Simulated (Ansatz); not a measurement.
`CN(C)P`, relaxed with RKS PBE0-D4/def2-TZVP in Ansatz from a PBE-D4/def2-SVP geometry. The force threshold is 0.005 eV/Å; the program also tests the step.

Total charge 0; spin multiplicity 1.

Start:

```xyz
12

C    -0.216   -1.402   -0.463
N    -0.240   -0.154    0.285
C    -0.444    1.025   -0.534
P     0.834   -0.074    1.646
H     0.602   -1.454   -1.227
H    -1.179   -1.541   -1.003
H    -0.088   -2.258    0.230
H    -1.324    0.878   -1.199
H     0.434    1.272   -1.186
H    -0.646    1.907    0.107
H     1.975    0.672    1.110
H     0.290    1.128    2.234
```

(1) How much energy does the relaxation release, and in how many steps? (Best estimate.)

(2) Which bonds change most? (Estimate.)

(3) Give the relaxed structure. (An estimate is asked.)

## Answers

(1) Ansatz gave: 0.07 eV, in 6 steps, 1 of them rejected.

(2) The calculation gave: N2–P4 from 1.736 to 1.700 Å; P4–H11 from 1.465 to 1.438 Å; P4–H12 from 1.444 to 1.421 Å; C3–H9 from 1.121 to 1.102 Å.

(3) Ansatz gave: 
```xyz
12

C    -0.210   -1.388   -0.458
N    -0.239   -0.150    0.291
C    -0.441    1.017   -0.533
P     0.819   -0.067    1.620
H     0.601   -1.421   -1.203
H    -1.157   -1.519   -0.991
H    -0.081   -2.231    0.223
H    -1.318    0.874   -1.173
H     0.423    1.232   -1.182
H    -0.617    1.892    0.095
H     1.940    0.660    1.087
H     0.281    1.102    2.223
```
